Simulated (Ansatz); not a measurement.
## Al₂H, doublet in cc-pVDZ: errors against UCCSDT(Q)

Geometry: a point of a stretch scan, not a stationary point.

```xyz
3

Al    0.0000    0.0000    0.3133
Al    0.0000    0.0000   -2.3636
H     0.0000    0.0000    2.0503
```

Basis cc-pVDZ; Ansatz 0.2.0. Correlated methods freeze the noble-gas cores, which leaves 7 electrons in 31 orbitals. R marks a restricted (for open shells ROHF) determinant, U an unrestricted one. Active spaces: valence = (7e, 9o) chosen from the atoms' valence shells; pair = (3e, 3o) about the gap.

Full CI isn't at hand for all of this; UCCSDT(Q) serves as the reference, and is uncertain by about the last step of the cluster series. The frozen core follows each run's orbitals, which can shift R against U totals by a few meV.

For open shells CISD is restricted-active-space CI with the open shells as a complete middle space.

The UHF ⟨S²⟩ is 1.064. The ⟨S²⟩ of the determinant under UCCSD is 0.781, the T1 diagnostic (RCCSD) is 0.0236 and the largest doubles amplitude (RCCSD) is 0.082. The T1 diagnostic (UCCSD) is 0.0280.

```tsv
level	E − E(UCCSDT(Q)) (kcal/mol)	share of correlation (%)	wall time
RHF	86.52	0.00	–
RMP2	25.23	70.84	–
UMP2	25.69	70.31	–
CISD	9.97	88.48	0.63 s
RCCSD	4.24	95.10	–
UCCSD	4.21	95.14	–
RCCSD(T)	1.19	98.62	1.3 s
UCCSD(T)	1.21	98.60	3.2 s
BCCD(T)	1.18	98.63	1.4 s
RCCSDT	0.18	99.79	–
UCCSDT	0.18	99.79	–
RCCSDT(Q)	0.00	100.00	4.4 s
CASSCF (pair space)	76.43	11.67	–
MRCISD (pair space)	8.23	90.49	–
MRCISD+Q (pair space)	-0.54	100.63	1.5 s
CASSCF (valence space)	42.22	51.20	–
NEVPT2 (valence space)	12.80	85.21	2.6 s
MRCISD (valence space)	2.42	97.21	–
MRCISD+Q (valence space)	0.01	99.99	3.9 s
```

The correlation energy at UCCSDT(Q), counted from RHF, is -3.752 eV. That run took 7.5 s on 1 thread of Intel Xeon Platinum 8488C, shared host.

Run but not shown, since their state or frozen core can't be matched to the reference's or they repeat it: UHF, NEVPT2 (pair space).

Times hold each run's SCF and search for its determinant on a shared host, so for small cases they say little of a method's own cost; they ran on 1 thread of Intel Xeon Platinum 8488C.

Natural occupations of CASSCF (valence space) about the gap: 1.969 1.940 1.871 0.990 0.067 0.058 0.049 0.037 0.018; effectively unpaired electrons, Σ n²(2−n)², 1.12.
